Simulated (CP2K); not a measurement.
# C2H3F3 (1,1,2-trifluoroethane) at HF/3-21G

What is the vertical ionisation energy of C2H3F3 (1,1,2-trifluoroethane) at HF/3-21G? 

The results are computed with CP2K 2026.2.

7 further runs of the same task are left out: 4 that didn't finish, 3 set aside as unsound or not needed.

## 1. The molecule

C2H3F3 has 8 atoms, charge 0, and is taken as a singlet. As SMILES, `FCC(F)F`. Geometry: relaxed at PBE0-D4/def2-TZVP. This is one conformer, not always the lowest.

Bond lengths: F1–C2 1.372 Å, C2–C3 1.509 Å, C3–F4 1.352 Å, C3–F5 1.356 Å, C2–H6 1.093 Å, C2–H7 1.093 Å, C3–H8 1.095 Å. Some angles: F1–C2–C3 109.3°, C2–C3–F4 110.4°, C2–C3–F5 108.3°, F4–C3–F5 107.9°, F1–C2–H6 109.4°, F1–C2–H7 109.2°, C3–C2–H6 109.5°, C3–C2–H7 109.4°, C2–C3–H8 113.0°, F4–C3–H8 108.2°.

## 2. A single-point energy at HF/3-21G

Contents of molecule.xyz:

```xyz
8

F     -1.142800    -0.681000     1.163100
C     -0.188200     0.195100     0.711800
C      0.172900    -0.152400    -0.711300
F      0.824200    -1.335800    -0.756500
F      1.011700     0.803600    -1.182200
H      0.701700     0.118900     1.342500
H     -0.588500     1.211500     0.747300
H     -0.698800    -0.217000    -1.370500
```

Contents of qs.inp:

```
&GLOBAL
    PROJECT_NAME qs
    RUN_TYPE ENERGY
    PRINT_LEVEL MEDIUM
&END GLOBAL
&FORCE_EVAL
    METHOD QUICKSTEP
    &DFT
        BASIS_SET_FILE_NAME ./3_21g.basis
        POTENTIAL_FILE_NAME POTENTIAL
        CHARGE 0
        MULTIPLICITY 1
        &QS
            METHOD GAPW
            EPS_DEFAULT 1.0E-10
        &END QS
        &MGRID
            CUTOFF 280
            REL_CUTOFF 50
            NGRIDS 4
        &END MGRID
        &POISSON
            PERIODIC NONE
            POISSON_SOLVER MULTIPOLE
        &END POISSON
        &SCF
            SCF_GUESS ATOMIC
            EPS_SCF 1.0E-07
            MAX_SCF 100
            ADDED_MOS 10
            &DIAGONALIZATION
                ALGORITHM STANDARD
            &END DIAGONALIZATION
            &MIXING
                METHOD DIRECT_P_MIXING
                ALPHA 0.4
            &END MIXING
        &END SCF
        &XC
            &XC_FUNCTIONAL NONE
            &END XC_FUNCTIONAL
            &HF
                FRACTION 1
                &SCREENING
                    EPS_SCHWARZ 1.0E-10
                    SCREEN_ON_INITIAL_P F
                &END SCREENING
                &INTERACTION_POTENTIAL
                    POTENTIAL_TYPE COULOMB
                &END INTERACTION_POTENTIAL
                &MEMORY
                    MAX_MEMORY 1050
                &END MEMORY
            &END HF
        &END XC
        &PRINT
            &MOMENTS
                PERIODIC F
                REFERENCE COM
                MAX_MOMENT 1
            &END MOMENTS
            &MO ON
                ENERGIES T
                OCCUPATION_NUMBERS T
                NDIGITS 6
                &EACH
                    QS_SCF 0
                &END EACH
                ADD_LAST NUMERIC
            &END MO
            &LOWDIN ON
            &END LOWDIN
            &HIRSHFELD OFF
            &END HIRSHFELD
        &END PRINT
    &END DFT
    &SUBSYS
        &CELL
            ABC [angstrom] 9.2 9.5 9.7
            PERIODIC NONE
        &END CELL
        &TOPOLOGY
            COORD_FILE_NAME molecule.xyz
            COORD_FILE_FORMAT XYZ
            &CENTER_COORDINATES
            &END CENTER_COORDINATES
        &END TOPOLOGY
        &KIND F
            BASIS_SET 3-21G
            POTENTIAL ALL
            LEBEDEV_GRID 194
            RADIAL_GRID 100
        &END KIND
        &KIND C
            BASIS_SET 3-21G
            POTENTIAL ALL
            LEBEDEV_GRID 194
            RADIAL_GRID 100
        &END KIND
        &KIND H
            BASIS_SET 3-21G
            POTENTIAL ALL
            LEBEDEV_GRID 194
            RADIAL_GRID 100
        &END KIND
    &END SUBSYS
&END FORCE_EVAL
```

Command:

```bash
$ OMP_NUM_THREADS=1 cp2k.psmp -i qs.inp -o qs.out
```

Output:

```text
CP2K| version string:                                       CP2K version 2026.2
[...]
 GLOBAL| Method name                                                        CP2K
[...]
 GLOBAL| Run type                                                         ENERGY
[...]
 DFT| Spin restricted Kohn-Sham (RKS) calculation                            RKS
 DFT| Multiplicity                                                             1
[...]
 DFT| Charge                                                                   0
[...]
 QS| Method:                                                                GAPW
[...]
 QS| Density cutoff [a.u.]:                                                140.0
[...]
 QS| Relative density cutoff [a.u.]:                                        25.0
[...]
                             - Atoms:                                          8
[...]
                             - Spherical basis functions:                     51
[...]
 Number of electrons:                                                         42
[...]
     1 P_Mix/Diag. 0.40E+00    0.4     0.62737135      -374.6692686975 -3.75E+02
[...]
    17 DIIS/Diag.  0.73E-07    0.2     0.00000003      -373.7489741586 -1.71E-13
  *** SCF run converged in    17 steps ***
[...]
  Overlap energy of the core charge distribution:               0.00000251426379
  Self energy of the core charge distribution:               -376.14708416910514
  Core Hamiltonian energy:                                    -25.58722251070449
  Hartree energy:                                              96.47603822309195
  Exchange-correlation energy:                                  0.00000000000000
  Hartree-Fock Exchange energy:                               -41.64575059002986
[...]
                     Mulliken Population Analysis
 #  Atom  Element  Kind  Atomic population                           Net charge
       1     F        1          9.397785                             -0.397785
       2     C        2          6.055387                             -0.055387
       3     C        2          5.432372                              0.567628
       4     F        1          9.399006                             -0.399006
       5     F        1          9.404627                             -0.404627
       6     H        3          0.759290                              0.240710
       7     H        3          0.776251                              0.223749
       8     H        3          0.775282                              0.224718
 # Total charge                             42.000000                 -0.000000
[...]
  Dipole moment [Debye]
    X= -0.7296642E+00 Y=  0.1683084E+01 Z=  0.2277195E+00  Total=      1.8485230
 ENERGY| Total FORCE_EVAL ( QS ) energy [hartree]           -373.748974158590329
[...]
```

Run time: 3.9 s. Hardware: 1 thread of Arm Neoverse V2, shared host; peak memory 0.45 GiB.

## 3. The doublet cation

Contents of molecule.inp:

```
&GLOBAL
  PROJECT_NAME molecule
  RUN_TYPE ENERGY
  PRINT_LEVEL MEDIUM
&END GLOBAL

&FORCE_EVAL
  METHOD QUICKSTEP
  &DFT
    BASIS_SET_FILE_NAME ./3_21g.basis
    POTENTIAL_FILE_NAME POTENTIAL
    CHARGE 1
    MULTIPLICITY 2
    UKS T
    &QS
      METHOD GAPW
      EPS_DEFAULT 1.0E-10
    &END QS
    &MGRID
      CUTOFF 280
      REL_CUTOFF 50
      NGRIDS 4
    &END MGRID
    &POISSON
      PERIODIC NONE
      POISSON_SOLVER MULTIPOLE
    &END POISSON
    &SCF
      SCF_GUESS ATOMIC
      EPS_SCF 1.0E-06
      MAX_SCF 40
      &OT
        MINIMIZER CG
        PRECONDITIONER FULL_ALL
      &END OT
      &OUTER_SCF
        EPS_SCF 1.0E-06
        MAX_SCF 5
      &END OUTER_SCF
    &END SCF
    &XC
      &XC_FUNCTIONAL NONE
      &END XC_FUNCTIONAL
      &HF
        FRACTION 1
        &SCREENING
          EPS_SCHWARZ 1.0E-10
        &END SCREENING
        &MEMORY
          MAX_MEMORY 1050
        &END MEMORY
      &END HF
    &END XC
    &PRINT
      &MOMENTS
        PERIODIC F
        REFERENCE COM
        MAX_MOMENT 1
      &END MOMENTS
      &MO_CUBES
        NLUMO 1
        NHOMO -1
        WRITE_CUBE F
      &END MO_CUBES
      &LOWDIN ON
      &END LOWDIN
      &HIRSHFELD OFF
      &END HIRSHFELD
    &END PRINT
  &END DFT
  &SUBSYS
    &CELL
      ABC 9.2 9.5 9.7
      PERIODIC NONE
    &END CELL
    &COORD
      UNIT bohr
      F     -2.1595790    -1.2869035     2.1979405
      C     -0.3556465     0.3686856     1.3451071
      C      0.3267336    -0.2879943    -1.3441622
      F      1.5575123    -2.5242962    -1.4295778
      F      1.9118359     1.5185839    -2.2340342
      H      1.3260208     0.2246884     2.5369573
      H     -1.1121038     2.2894032     1.4121923
      H     -1.3205406    -0.4100706    -2.5898697
    &END COORD
    &TOPOLOGY
      &CENTER_COORDINATES
      &END CENTER_COORDINATES
    &END TOPOLOGY
    &KIND F
      BASIS_SET 3-21G
      POTENTIAL ALL
      LEBEDEV_GRID 194
      RADIAL_GRID 100
    &END KIND
    &KIND C
      BASIS_SET 3-21G
      POTENTIAL ALL
      LEBEDEV_GRID 194
      RADIAL_GRID 100
    &END KIND
    &KIND H
      BASIS_SET 3-21G
      POTENTIAL ALL
      LEBEDEV_GRID 194
      RADIAL_GRID 100
    &END KIND
  &END SUBSYS
&END FORCE_EVAL
```

Command:

```bash
$ OMP_NUM_THREADS=1 cp2k.psmp -i molecule.inp > molecule.out 2>&1
```

Output:

```text
CP2K| version string:                                       CP2K version 2026.2
[...]
 GLOBAL| Method name                                                        CP2K
[...]
 GLOBAL| Run type                                                         ENERGY
[...]
 DFT| Spin unrestricted (spin-polarized) Kohn-Sham calculation               UKS
 DFT| Multiplicity                                                             2
[...]
 DFT| Charge                                                                   1
[...]
 QS| Method:                                                                GAPW
[...]
 QS| Density cutoff [a.u.]:                                                140.0
[...]
 QS| Relative density cutoff [a.u.]:                                        25.0
[...]
                             - Atoms:                                          8
[...]
                             - Spherical basis functions:                     51
[...]
 Number of electrons:                                                         21
[...]
     1 OT CG       0.15E+00    0.5     0.25419002      -350.1089510693 -3.50E+02
[...]
    22 OT CG       0.10E+01    0.3     0.00000063      -373.2740324161 -1.36E-09
  *** SCF run converged in    22 steps ***
[...]
  Overlap energy of the core charge distribution:               0.00000251426514
  Self energy of the core charge distribution:               -376.14708416910514
  Core Hamiltonian energy:                                    -26.54054047529209
  Hartree energy:                                              97.39202650477728
  Exchange-correlation energy:                                  0.00000000000000
  Hartree-Fock Exchange energy:                               -41.07529738772445
[...]
                     Mulliken Population Analysis
 #  Atom  Element  Kind  Atomic population (alpha,beta) Net charge  Spin moment
       1     F        1         4.717811     4.482166    -0.199976     0.235645
       2     C        2         3.134800     2.957546    -0.092347     0.177254
       3     C        2         2.801049     2.632001     0.566949     0.169048
       4     F        1         4.693756     4.553642    -0.247398     0.140114
       5     F        1         4.685468     4.576290    -0.261758     0.109178
       6     H        3         0.317189     0.267243     0.415568     0.049946
       7     H        3         0.312426     0.297008     0.390566     0.015417
       8     H        3         0.337501     0.234104     0.428395     0.103397
 # Total charge and spin       21.000000    20.000000     1.000000     1.000000
[...]
  Dipole moment [Debye]
    X= -0.1662104E+01 Y=  0.2499968E+01 Z=  0.1086210E+01  Total=      3.1925354
[...]
 HOMO - LUMO gap [eV] :   10.169155
 ENERGY| Total FORCE_EVAL ( QS ) energy [hartree]           -373.274032416089483
[...]
```

Wall time 30 s (1 thread of Arm Neoverse V2, shared host); peak memory 0.47 GiB.

## 4. Results

At HF/3-21G:

| quantity | value |
| --- | --- |
| singlet C2H3F3: total energy | -373.74897 Eh |
| singlet C2H3F3: dipole moment | 1.85 D |
| singlet C2H3F3: HOMO energy | -13.82 eV |
| singlet C2H3F3: LUMO energy | 7.00 eV |
| singlet C2H3F3: HOMO–LUMO gap | 20.82 eV |
| doublet cation: total energy | -373.27403 Eh |
| doublet cation: HOMO energy (highest over α and β) | -22.15 eV |
| doublet cation: LUMO energy (lowest over α and β) | -11.98 eV |
| doublet cation: ⟨S²⟩ | 0.763 |
| vertical ionisation energy (to the doublet cation) | 12.924 eV |

The vertical ionisation energy comes to 12.92 eV (298 kcal/mol). −ε(HOMO) before ionisation, 13.82 eV, is 0.90 eV above this ionisation energy.
